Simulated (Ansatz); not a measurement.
Take a crystal in which Sr has been replaced by Mg on all its sites, with the cell rescaled by a rough guess (in some cases also distorted within its space group) and nothing relaxed:

```
Ba Mg
1.0
     0.00000    4.92275    4.92275
     4.92275    0.00000    4.92275
     4.92275    4.92275    0.00000
Ba Mg
3 1
Direct
  0.25000 0.25000 0.25000
  0.75000 0.75000 0.75000
  0.50000 0.50000 0.50000
  0.00000 0.00000 0.00000
```

All numbers below come from DFT PBEsol, scalar-relativistic, plane waves, PAW in Ansatz.

Cutoff 420 eV; k points 8×8×8 on the computed 4-atom cell (Γ-centred); Gaussian smearing, width 0.10 eV; no spin polarisation.

Question: Will this cell want to expand or contract, and how hard?

Answer: The pressure is -2.0 GPa (positive in compression), so the cell would contract.

Question: Is it a metal on this mesh?

Answer: Yes, a band crosses the Fermi level.

Question: What is its energy against the elements in their standard states?

Answer: +0.154 eV/atom at this unrelaxed geometry, with the elements in the same functional.

Spin-orbit coupling is left out, which matters for the bands of heavy elements.